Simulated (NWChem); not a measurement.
System: formamide (CH3NO); SMILES NC=O

Here is an NWChem input.

```
start job
memory heap 200 mb stack 900 mb global 1100 mb
geometry units angstroms noautosym nocenter noautoz
  N     -0.183819     1.072927     0.000000
  C      0.384396    -0.156690     0.000000
  O     -0.217014    -1.202339     0.000000
  H     -1.193699     1.149871     0.000000
  H      0.375045     1.913893     0.000000
  H      1.501969    -0.100331     0.000000
end
basis spherical
  * library 6-31g*
end
dft
  xc xpbe96 cpbe96
  iterations 150
end
cosmo
  dielec 2.4
end
task dft energy
```

Structure relaxed at the PBE0/def2-SVP level.

Level: PBE/6-31G* with COSMO at NWChem's default radii, gas-phase geometry; the question gives the dielectric constant.

Q: What results follow from this input? (PBE/6-31G* (spherical d), COSMO on the gas-phase geometry.) Quantities: electrostatic solvation energy (kcal/mol); dipole in solution (D).

A: 
```json
{
  "electrostatic solvation energy (kcal/mol)": "-4.7",
  "dipole in solution (D)": "4.24"
}
```
